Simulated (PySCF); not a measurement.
C4H4S, SMILES c1ccsc1 (connectivity only; charge and spin as stated), charge +1, multiplicity 2. Atoms are numbered in the order given.

```xyz
9

C      0.0000     0.6907     1.3203
C      0.0000    -0.6907     1.3203
C      0.0000    -1.2203    -0.0038
S      0.0000     0.0000    -1.2285
C      0.0000     1.2203    -0.0038
H      0.0000     1.3252     2.2085
H      0.0000    -1.3252     2.2085
H      0.0000    -2.2789    -0.2798
H      0.0000     2.2789    -0.2798
```
Charge +1, spin multiplicity 2.

Geometry optimised at B3LYP-D3(BJ)/def2-SVP. The multiplicity is an assumed one; no other spin state was optimised.

These are TDA-PBE/def2-SVPD (PySCF) values and carry that method's errors.

Vertical excitations. 

```json
[
 {"state": "root 1", "energy (eV)": "1.04", "λ (nm)": "1193", "f": "0.001", "main pairs": "β HOMO→LUMO 99 %"},
 {"state": "root 2", "energy (eV)": "3.18", "λ (nm)": "390", "f": "0.000", "main pairs": "β HOMO−1→LUMO 100 %"},
 {"state": "root 3", "energy (eV)": "3.67", "λ (nm)": "338", "f": "0.007", "main pairs": "α HOMO−1→LUMO 31 %, β HOMO−2→LUMO 66 %"},
 {"state": "root 4", "energy (eV)": "3.97", "λ (nm)": "313", "f": "0.000", "main pairs": "β HOMO−3→LUMO 100 %"},
 {"state": "root 5", "energy (eV)": "4.20", "λ (nm)": "295", "f": "0.008", "main pairs": "α HOMO→LUMO 65 %, β HOMO→LUMO+1 35 %"},
 {"state": "root 6", "energy (eV)": "4.25", "λ (nm)": "292", "f": "0.000", "main pairs": "β HOMO−4→LUMO 100 %"},
 {"state": "root 7", "energy (eV)": "4.36", "λ (nm)": "284", "f": "0.000", "main pairs": "β HOMO−5→LUMO 99 %"},
 {"state": "root 8", "energy (eV)": "5.47", "λ (nm)": "227", "f": "0.069", "main pairs": "α HOMO−1→LUMO 53 %, α HOMO→LUMO+2 22 %, β HOMO−2→LUMO 18 %"},
 {"state": "root 9", "energy (eV)": "5.95", "λ (nm)": "208", "f": "0.088", "main pairs": "α HOMO−1→LUMO+2 28 %, α HOMO→LUMO 22 %, β HOMO→LUMO+1 45 %"},
 {"state": "root 10", "energy (eV)": "6.17", "λ (nm)": "201", "f": "0.000", "main pairs": "α HOMO→LUMO+1 61 %, β HOMO→LUMO+2 38 %"}
]
```
Unrestricted roots are not spin-pure.
